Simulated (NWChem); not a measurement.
## Correlation energy of difluoromethane (CH₂F₂)

SMILES: FCF
```xyz
5

F      1.0958     0.0000    -0.2872
C      0.0000     0.0000     0.4910
F     -1.0958     0.0000    -0.2872
H      0.0000     0.9137     1.1116
H      0.0000    -0.9137     1.1116
```
Charge 0, spin multiplicity 1.

Program: NWChem. Structure: optimised with PBE0/def2-SVP, a minimum by its harmonic frequencies.

Basis set: 6-31G*. Each correlation energy counts from its own Hartree-Fock reference.

The correlated methods keep 3 core orbitals frozen. The Pople sets run with spherical d functions. Coupled-cluster values serve here as a point of comparison, not as the truth.

Question: One of these methods gave a correlation energy of -486.9 mHa. Which?
(A) SCS-MP2
(B) MP2
(C) CR-CCSD(T)
(D) CCSD+T(CCSD)

Answer: C, CR-CCSD(T). The others give -449.0 (SCS-MP2), -490.0 (CCSD+T(CCSD)), -464.2 (MP2).
